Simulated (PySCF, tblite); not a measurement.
**C4H7 radical: geometry, infrared bands and EPR parameters**

What infrared bands and EPR parameters should C4H7 radical (`[CH]=C(C)C`) show?

Programs: tblite 0.8.0 and PySCF 2.14.0, with density-fitted response routines of our own. Each step states its level of theory. These are calculated values for one molecule in the gas phase, unless marked as measured. Atoms are numbered from 0 throughout.

## (1) The molecule as given

11 atoms, charge 0, multiplicity 2; geometry from: force field or distance geometry start.

Bonds of the start (Å): C0–C1 1.32, C1–C2 1.52, C1–C3 1.48, C0–H4 1.09, C2–H5 1.13, C2–H6 1.11, C2–H7 1.10, C3–H8 1.14, C3–H9 1.10, C3–H10 1.11.

## (2) Relaxing the molecule with GFN2-xTB

What the job is given:

```
{"job": {"kind": "relax", "xc": "GFN2-xTB", "basis": "xTB"}, "charge": 0, "multiplicity": 2}
C     -0.048400     1.699400    -0.174200
C      0.017300     0.386800    -0.053100
C      1.400600    -0.243600     0.001500
C     -1.172700    -0.493300     0.053500
H     -1.032100     2.176700    -0.198800
H      1.252200    -1.356100     0.109600
H      1.908900     0.172200     0.898000
H      1.924400    -0.001900    -0.934600
H     -0.848900    -1.365200     0.721000
H     -2.063200    -0.015800     0.493400
H     -1.332800    -0.956300    -0.942200
```

On the command line:

```console
$ OMP_NUM_THREADS=1 python probes_run.py task.json out
```

This one command runs all jobs of the session in turn.

**Question.** This job is followed by: GFN2-xTB harmonic vibrations, gas phase; UKS B3LYP, pcH-1 on C H, non-relativistic, mean-field spin-orbit, GIAO. Predict these results of the whole session: strongest single infrared mode (GFN2-xTB); zero-point energy (GFN2-xTB); g(iso) (B3LYP); ⟨S²⟩; largest a(iso) (averaged by class); potential on the surface of density 0.002 e/bohr³, 1st and 99th percentile.

**Answer**, as computed:

| quantity | value |
| --- | --- |
| strongest single infrared mode (GFN2-xTB) | 3009 cm⁻¹, 50 km/mol |
| zero-point energy (GFN2-xTB) | 58.0 kcal/mol |
| g(iso) (B3LYP) | 2.00220 |
| ⟨S²⟩ | 0.759 (exact 0.75) |
| largest a(iso) (averaged by class) | 13C on C0, 306.2 MHz |
| potential on the surface of density 0.002 e/bohr³, 1st and 99th percentile | -0.78 V and 0.89 V |

The optimisation took 94 steps and gained 0.444 eV; among the close pairs (by a distance rule), C3–H8 changed most, from 1.145 to 1.089 Å. No mode is imaginary among the 27: a minimum at this level. GFN2-xTB is a fitted tight-binding method: band positions and strengths are rough. Its intensities can rank the bands wrongly. C0 carries the largest spin population, 1.05 e. The isotropic g lies 0.1 ppt below the free-electron value. The conformer search found further structures of the same energy, which may be mirror or relabelled copies of this one.
